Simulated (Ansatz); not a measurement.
CH3O3S, SMILES `[CH2]S(=O)(=O)O` radical, relaxed with UKS PBE0-D4/def2-TZVP in Ansatz from a PBE-D4/def2-SVP geometry. The force threshold is 0.005 eV/Å; the program also tests the step.

Total charge 0; spin multiplicity 2.

Start:

```xyz
8

C     0.317    1.010   -0.594
S    -0.501   -0.216    0.326
O    -0.964    0.374    1.590
O    -1.396   -0.976   -0.562
O     0.764   -1.203    0.753
H    -0.248    1.480   -1.413
H     1.238    1.444   -0.176
H     0.790   -1.913    0.077
```

Task: How much energy does the relaxation release, and in how many steps? (An estimate is asked.)

Result: Ansatz gave: 5.22 kcal/mol, in 12 steps, 1 of them rejected.

Task: Which bonds change most? (Best estimate.)

Result: Computed: S2–O5 from 1.661 to 1.593 Å; S2–O3 from 1.469 to 1.423 Å; S2–O4 from 1.473 to 1.428 Å; C1–H6 from 1.100 to 1.080 Å.

Task: Give the relaxed structure. (An estimate is asked.)

Result: Ansatz gave: 
```xyz
8

C     0.303    1.016   -0.561
S    -0.483   -0.214    0.346
O    -0.903    0.337    1.588
O    -1.382   -0.916   -0.513
O     0.719   -1.196    0.706
H    -0.157    1.339   -1.483
H     1.148    1.524   -0.118
H     0.755   -1.891    0.035
```
